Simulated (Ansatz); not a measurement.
Total energies of (H2Al-mu-H)3 (Al3H9) from Ansatz at PBE0-D4/def2-TZVP, gas phase (1 Eh = 27.2114 eV = 2625.5 kJ/mol). The reference geometry is relaxed at r2SCAN-D4/def2-SVP.

```tsv
state	geometry	energy (Eh)
charge 0 singlet	reference	-732.30556
charge 1 doublet	reference	-731.95082
charge 1 doublet	relaxed at r2SCAN-D4/def2-SVP	-732.01188
free Al atom (doublet)	–	-242.24894
free H atom (doublet)	–	-0.50104
```

(1) Work out the vertical ionisation energy to the doublet.

(2) How much does the charge 1 doublet relax, and what is the adiabatic ionisation energy?

(3) What is the binding energy per atom against free atoms?

(1) E(charge 1 doublet) − E(charge 0 singlet) = -731.95082 − (-732.30556) = 0.35474 Eh = 9.65 eV. For comparison, −ε of the highest occupied level is 7.69 eV at this level, 1.96 eV less.

(2) Relaxation: -731.95082 − (-732.01188) = 0.06106 Eh = 1.66 eV. Adiabatic ionisation energy: 0.29368 Eh = 7.99 eV, without zero-point energy. In the charge 1 doublet, H3 and H4 lie 0.96 Å apart (atoms count from 1), so these atoms are partly bonded to each other.

(3) Atoms: 3 × (-242.24894) + 9 × (-0.50104) = -731.25618 Eh. Binding: -731.25618 − (-732.30556) = 1.04938 Eh = 28.56 eV, or 2.38 eV for each of 12 atoms (no zero-point energy, no counterpoise term).
